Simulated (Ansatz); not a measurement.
# [Cl···H···Si], triplet in 6-31G: errors against full CI

Geometry: a point of a hydrogen-transfer path between rigid fragments, not a stationary point.

```yaml
atoms:
  - { symbol: Cl, position_ang: [0.0000, 0.0000, -1.7480] }
  - { symbol: H, position_ang: [0.0000, 0.0000, -0.0160] }
  - { symbol: Si, position_ang: [0.0000, 0.0000, 1.7640] }
```

Basis 6-31G; Ansatz 0.2.0. Only valence electrons are correlated (noble-gas cores frozen), which leaves 12 electrons in 18 orbitals. R marks a restricted (for open shells ROHF) determinant, U an unrestricted one. Active spaces: pair = (4e, 4o) about the gap; valence = (12e, 9o) chosen from the atoms' valence shells.

Full CI is exact within this basis and frozen core; it isn't the basis-set limit. The frozen core follows each run's orbitals, which can shift R against U totals by a few meV.

For open shells CISD is restricted-active-space CI with the open shells as a complete middle space.

```
UHF ⟨S²⟩                          : 2.047
T1 diagnostic (RCCSD)             : 0.0198
largest doubles amplitude (RCCSD) : 0.085
T1 diagnostic (UCCSD)             : 0.0191
```

| level | E − E(full CI) (kJ/mol) | share of correlation (%) | wall time |
| --- | --- | --- | --- |
| RHF | 261.3 | 0.00 | – |
| UHF | 241.9 | 7.44 | – |
| RMP2 | 57.6 | 77.97 | – |
| UMP2 | 64.4 | 75.36 | – |
| CISD | 17.2 | 93.41 | 1.3 s |
| RCCSD | 5.3 | 97.99 | – |
| UCCSD | 4.9 | 98.13 | – |
| RCCSD(T) | 1.5 | 99.43 | 2.2 s |
| UCCSD(T) | 1.4 | 99.45 | 2.5 s |
| BCCD(T) | 1.5 | 99.43 | 1.8 s |
| RCCSDT | 0.3 | 99.88 | – |
| UCCSDT | 0.3 | 99.90 | – |
| RCCSDT(Q) | 0.1 | 99.98 | 6 s |
| UCCSDT(Q) | 0.0 | 99.99 | 6.5 s |
| RCCSDTQ | 0.0 | 99.99 | 29 s (H100) |
| UCCSDTQ | 0.0 | 100.00 | 39 s (H100) |
| CASSCF (valence space) | 150.0 | 42.59 | – |
| NEVPT2 (valence space) | 38.1 | 85.40 | 2.5 s |
| MRCISD (valence space) | 7.3 | 97.22 | – |
| MRCISD+Q (valence space) | 2.6 | 99.02 | 3.8 s |

The correlation energy at full CI, counted from RHF, is -2.708 eV. That run took 17 s on 2 threads of AMD EPYC 7R13 with a shared H100 80 GB, shared host over 86,155,328 determinants.

Run but not shown, since their state or frozen core can't be matched to the reference's or they repeat it: CASSCF (pair space), NEVPT2 (pair space), MRCISD (pair space), MRCISD+Q (pair space).

Times hold each run's SCF and search for its determinant on a shared host, so for small cases they say little of a method's own cost; rows without a card ran on 1 thread of AMD EPYC 7R13.

The full-CI state has the irrep B1 of C2v, in the program's axes (one component, if the state is degenerate).

Natural occupations of full CI about the gap: 1.987 1.985 1.960 1.931 1.004 0.997 0.049 0.038 0.012 0.012; effectively unpaired electrons, Σ n²(2−n)², 2.04.
